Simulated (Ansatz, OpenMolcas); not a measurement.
Ansatz → OpenMolcas

Ansatz 0.2.0 runs this on [BCl2]+ (SMILES Cl[B+]Cl):

run.yaml:
```yaml
crystal:
  periodic: [false, false, false]
  atoms:
    - symbol: Cl
      position_ang: [-1.238380, 0.766480, -0.591300]
    - symbol: B
      position_ang: [0.000740, 0.001360, 0.000550]
    - symbol: Cl
      position_ang: [1.237640, -0.767840, 0.590740]
basis:
  gaussian:
    orbitals: STO-3G
hamiltonian:
  xc: {name: SVWN5}
total_charge: 1
accuracy: high
```

```bash
$ ansatz run run.yaml --threads 1 --pin off --max-ram 2610MiB --events-out events.jsonl --progress --plain --runs-dir runs
```

Geometry: relaxed at GFN2-xTB.

It gives a total energy of -931.320383 Eh.

Q: Translate the job to OpenMolcas 26.06 as an input file of the program's own.

A: One way, which was run:

job.input:
```
&GATEWAY
BasLib = $CurrDir
BasisSet
Cl.STO-3G....
Cl1 -1.238380 0.766480 -0.591300 angstrom
Cl3 1.237640 -0.767840 0.590740 angstrom
End of Basis
BasisSet
B.STO-3G....
B2 0.000740 0.001360 0.000550 angstrom
End of Basis
&SEWARD
GridInput
Grid=UltraFine
End of Grid
&SCF
Charge = 1
KSDFT = SVWN5
Thresholds = 1e-10 1e-07 1e-07 1e-05
PrOrbitals = 1 1
```

```bash
$ export MOLCAS_MEM=1860
$ pymolcas job.input > job.log
```

(Basis files named in the input come from the Basis Set Exchange and aren't shown.)

Its energy is -931.320381 Eh, 0.002 mEh from the first.
